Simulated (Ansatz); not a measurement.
A run of Ansatz (development build ahead of 0.2.0) on singlet ClF at this shape:

```yaml
atoms:
  - { symbol: Cl, position_ang: [0.0320, -0.0214, -0.4656] }
  - { symbol: F, position_ang: [-0.0119, -0.0381, 0.9281] }
```

Its results:

| Property | Result |
| --- | --- |
| Converged | yes |
| Total energy | -558.55860 hartree |
| Spin squared of the determinant | 0.000 |

Q: Which input gives this output? Name the method, the orbitals and the basis set, and write the input.

A: RHF in def2-SVP. An unrestricted run that stays on the closed shell gives the same numbers.

```yaml
crystal:
  periodic: [false, false, false]
  atoms:
    - { symbol: Cl, position_ang: [0.03198, -0.02144, -0.46557] }
    - { symbol: F, position_ang: [-0.01189, -0.03807, 0.92808] }
basis:
  gaussian: { orbitals: def2-SVP }
hamiltonian:
  xc: hf
```

Caution: no unrestricted run beside it, a lower state can exist.
